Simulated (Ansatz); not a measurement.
A made-up structure of NaSiH3S, closed shell:

Na1  (-2.898, 0.611, 0.283)
Si2  (-0.298, 0.062, -0.436)
S3  (0.724, -0.152, 1.485)
H4  (0.008, -1.197, -1.198)
H5  (0.490, 1.091, -1.198)
H6  (-4.205, 1.839, 1.098)
(Å)

It is relaxed with PBE-D4/def2-SVP and then PBE0-D4/def2-TZVP (Ansatz 0.2.0). Atoms count as bonded within 1.22 times the sum of their covalent radii (H–H: 0.88 Å). The end point is not checked to be a true minimum.

Does its bonding change? (A judgement: the text doesn't fix the answer.)

The calculation gives: Yes. Formed: Na1–S3, Si2–H6; broken: none.

Where it ends: The first stage lowers the energy by 4.08 eV in 26 steps. It ends as NaSiH₃S ([H]1[Na]2[S][SiH2]12):
```
atom    x (Å)    y (Å)    z (Å)
 Na1  -2.4102   0.7336   1.9637
 Si2  -0.7245   0.2975  -0.4443
  S3  -0.0693  -0.0553   1.4852
  H4  -0.7962  -0.8908  -1.3446
  H5  -0.0068   1.3658  -1.2001
  H6  -2.1721   0.8028  -0.4266
```

Labels in which every atom is bracketed show which atoms are joined, not bond orders.

For scale, one of the runs: PBE0-D4/def2-TZVP relaxation, 124 basis functions, launched by `ansatz run in.yaml --threads 2 --pin off --events-out ev --progress --plain --max-ram 4352MiB`. The run took about 18 s on 2 CPU threads of an Arm Neoverse V2 (shared host).
